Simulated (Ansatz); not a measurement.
A made-up structure of CH4OSi, closed shell:

C1  (-0.585, -0.282, -0.683)
O2  (-0.036, -1.159, 0.365)
Si3  (0.528, 0.390, 0.568)
H4  (0.019, -1.988, 0.867)
H5  (-0.237, -0.543, -1.680)
H6  (0.030, 1.136, 1.744)
H7  (1.964, 0.620, 0.299)
(Å)

It is relaxed with PBE-D4/def2-SVP and then PBE0-D4/def2-TZVP (Ansatz 0.2.0). Atoms count as bonded within 1.22 times the sum of their covalent radii (H–H: 0.88 Å). The end point is not checked to be a true minimum.

(1) Does its bonding change? (Judge from chemistry; the calculation decides.)

Results:

(1) By the calculation: Yes. Formed: none; broken: C1–O2.

Where it ends: The first stage lowers the energy by 1.55 eV in 11 steps. It ends as CH₄OSi ([CH][SiH2][OH]):
```csv
atom,x (Å),y (Å),z (Å)
C1,-0.7063,-0.2677,-0.6939
O2,0.4120,-1.3461,0.3971
Si3,0.5102,0.3733,0.4745
H4,-0.2844,-1.7458,0.9250
H5,-0.2254,-0.4999,-1.6560
H6,0.0331,0.9499,1.7545
H7,1.9446,0.7107,0.2786
```

Labels in which every atom is bracketed show which atoms are joined, not bond orders.

For scale, one of the runs: PBE0-D4/def2-TZVP relaxation, 123 basis functions, launched by `ansatz run in.yaml --threads 2 --pin off --events-out ev --progress --plain --max-ram 4352MiB`. The run took about 22 s on 2 CPU threads of an Arm Neoverse V1 (shared host).
